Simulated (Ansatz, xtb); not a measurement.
A geometry optimisation of C2HO+ with r2SCAN-D4/def2-SVP

The starting geometry of this gas-phase singlet has its atoms placed at random.

```xyz
4

C    -0.2422   -0.0696   -0.0097
C    -0.1149   -0.1504    1.4424
O     0.2121   -1.1621   -1.4430
H    -0.1404    1.2431    0.0487
```

Problem. Guess where an optimisation with r2SCAN-D4/def2-SVP ends from this start.

Solution. It ends as `[CH+]=C=O`. Contacts that open: C1–H4 (1.32 → 2.22 Å). Contacts that close: C1–O3 (1.86 → 1.14 Å), C2–H4 (1.97 → 1.11 Å).

The energy falls by 8.45 eV over 18 steps:

| step | E − E(last) (eV) |
| --- | --- |
| 1 | 8.450 |
| 3 | 3.909 |
| 5 | 2.956 |
| 7 | 2.145 |
| 9 | 0.855 |
| 10 | 0.494 |
| 12 | 0.084 |
| 14 | 0.008 |
| 16 | 0.000 |
| 18 | 0.000 |

Final geometry (Å):

```yaml
atoms:
  - { symbol: C, position_ang: [-0.0281, -0.4558, -0.4110] }
  - { symbol: C, position_ang: [-0.1010, 0.2378, 0.7845] }
  - { symbol: O, position_ang: [0.0542, -1.2541, -1.2219] }
  - { symbol: H, position_ang: [-0.2105, 1.3331, 0.8868] }
```

From the same start GFN2-xTB reaches the same bonding as this run.

From so rough a start the end depends on the optimiser's path, so another program may land elsewhere. No frequencies were run, so the end isn't proven a minimum. Run with Ansatz 0.2.0, 18 s on 1 thread of Arm Neoverse V1, with other jobs on the host.
